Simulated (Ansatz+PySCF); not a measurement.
Results of a calculation; reference values are marked as such.
**Several solutions for singlet H2O**

```json
{"atom": "O", "x (Å)": "0.0000", "y (Å)": "0.0000", "z (Å)": "-0.2393"}
{"atom": "H", "x (Å)": "0.0000", "y (Å)": "1.5084", "z (Å)": "0.9573"}
{"atom": "H", "x (Å)": "0.0000", "y (Å)": "-1.5084", "z (Å)": "0.9573"}
```

Basis set: 6-31G* (spherical functions). Charge 0, multiplicity 1.

UHF was run from several starts with Ansatz (development build ahead of 0.2.0) and PySCF 2.14.0.

```json
{"run": "A", "program": "Ansatz", "start": "search for the lowest state", "converged": "yes", "energy (hartree)": "-75.78373", "<S²>": "1.79"}
{"run": "B", "program": "Ansatz", "start": "stability test followed", "converged": "yes", "energy (hartree)": "-75.78373", "<S²>": "1.79"}
{"run": "C", "program": "PySCF", "start": "program defaults", "converged": "yes", "energy (hartree)": "-75.58759", "<S²>": "0.00"}
{"run": "D", "program": "PySCF", "start": "guess 1e, instabilities followed", "converged": "yes", "energy (hartree)": "-75.78373", "<S²>": "1.79"}
{"run": "E", "program": "PySCF", "start": "guess atom, instabilities followed", "converged": "yes", "energy (hartree)": "-75.78373", "<S²>": "1.79"}
{"run": "F", "program": "PySCF", "start": "guess minao, instabilities followed", "converged": "yes", "energy (hartree)": "-75.78373", "<S²>": "1.79"}
{"run": "G", "program": "PySCF", "start": "guess huckel, instabilities followed", "converged": "yes", "energy (hartree)": "-75.78373", "<S²>": "1.79"}
{"run": "H", "program": "Ansatz", "start": "atomic start, no search", "converged": "yes", "energy (hartree)": "-75.58759", "<S²>": "0.00"}
```

Problem. Which runs reached the lowest solution of this kind, and what is wrong with the others?

Solution. A, B, D, E, F, G reached the lowest solution found. Converged but too high: C by 5.34 eV, H by 5.34 eV. Convergence only shows a stationary point, and even a stable one can lie too high; stability tests and further starts are what find lower ones. Caution: the unrestricted determinant is a mixture of spin states.
